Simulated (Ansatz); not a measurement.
**C₂HFO: one structure at several levels**

One table from this session's results is given with a row withheld; the runs are named, their logs left out.

Method: single points in def2-TZVPP; program: Ansatz 0.2.0, Gaussian basis.

Correlated methods freeze the cores.

### Starting geometry

5 atoms, charge 0, spin multiplicity 1.

Atoms are counted from 1 here; the program's logs count them from 0.

Bond lengths: O1–C2 1.376 Å, O1–H5 0.916 Å, C2–C3 1.192 Å, C3–F4 1.303 Å. Angles: C2–O1–H5 110.4°, O1–C2–C3 160.9°, C2–C3–F4 157.1°.

Coordinates:

```
O     0.5814    1.3490    0.0925
C     0.0963    0.0639    0.1787
C    -0.0482   -1.1011   -0.0261
F    -0.4323   -2.3237    0.2118
H    -0.0431    1.9019   -0.2855
```

The first run:

File run/in.yaml:

```yaml
crystal:
  periodic: [false, false, false]
  atoms:
    - {symbol: O, position_ang: [0.581400, 1.349000, 0.092500]}
    - {symbol: C, position_ang: [0.096300, 0.063900, 0.178700]}
    - {symbol: C, position_ang: [-0.048200, -1.101100, -0.026100]}
    - {symbol: F, position_ang: [-0.432300, -2.323700, 0.211800]}
    - {symbol: H, position_ang: [-0.043100, 1.901900, -0.285500]}
basis:
  gaussian: {orbitals: def2-TZVPP}
correlation: {method: ccsd_t}
output: {forces: true}
```

No record of the launch command was kept for these runs.

Steps of the session up to this table: CCSD(T)/def2-TZVPP; PBE0-D4/def2-TZVPP; wB97M-V/def2-TZVPP; r2SCAN-D4/def2-TZVPP; PBE-D4/def2-TZVPP; r2SCANh-D4/def2-TZVPP; B97M-V/def2-TZVPP.

One table of the session follows, with a row left open; its other results are not shown here.

| method | RMS force component (eV/Å) | angle to CCSD(T) forces (°) | dipole (D) |
| --- | --- | --- | --- |
| CCSD(T) | 1.908 | reference | 1.84 |
| PBE0-D4 | 1.908 | 10.6 | 1.87 |
| wB97M-V | 1.713 | 13.6 | 1.86 |
| r2SCAN-D4 | 1.934 | 5.5 | 1.87 |
| PBE-D4 | ? | ? | ? |
| r2SCANh-D4 | 1.881 | 9.0 | 1.88 |
| B97M-V | 1.806 | 9.8 | 1.86 |

**Question.** Estimate the row for PBE-D4.

As computed: RMS force component (eV/Å): 2.105; angle to CCSD(T) forces (°): 3.4; dipole (D): 1.83. In the column «RMS force component (eV/Å)» it is the highest.
